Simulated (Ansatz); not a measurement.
System: diamond-structure Ge. Method: HSE06 (PAW; Ansatz, an electronic-structure program).

Numerical settings: plane-wave cutoff 460 eV, 8×8×8 k mesh, Fermi–Dirac smearing 0.01 eV, scalar-relativistic PAW data made under PBE.

Response to compression and expansion:

| V (Å³/atom) | P (GPa) | direct gap at Γ (eV) |
|---|---|---|
| 21.702 | 4.67 | 1.294 |
| 22.273 | 2.37 | 1.018 |
| 22.844 | 0.38 | 0.752 |
| 23.427 | -1.39 | 0.490 |
| 23.986 | -2.86 | 0.249 |

A straight line through the gaps at Γ against ln V gives a volume deformation potential dE_g(Γ)/d ln V of -10.4 eV: the gap at Γ widens under compression.

Measured, for comparison: band gap 0.79 eV (measured zero-point renormalisation of 52 meV added back here; inputs from Miglio et al. (2020), arXiv:2011.12765).

Spin–orbit coupling is not included.
